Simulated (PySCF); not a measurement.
# How methods differ on the ionisation energy of Ne

Ne [Ne] (1S) → Ne⁺ [He] 2s2 2p5 (2P), as a difference of total energies. All numbers are calculated (PySCF 2.14, the non-relativistic Hamiltonian (point nucleus), in aug-cc-pVTZ with one added diffuse shell each of s, p, d, f type (6s5p4d3f, 62 functions)). Correlated levels: valence: 1s2 frozen. The calculations carry no spin-orbit coupling.

```tsv
method	ionisation energy (eV)
UHF	19.688
MP2 (valence)	21.664
SCS-MP2 (valence)	21.516
CCSD (valence)	21.390
CCSD(T) (valence)	21.460
```

Q: How much does correlation contribute at CCSD(T) (valence)?

A: 21.460 − (19.688) = 1.772 eV, measured against UHF.

Errors of the correlated levels include the incompleteness of this basis and the frozen core.

For comparison: 21.597 eV (measured; NIST levels, between the centres of gravity of the two terms).
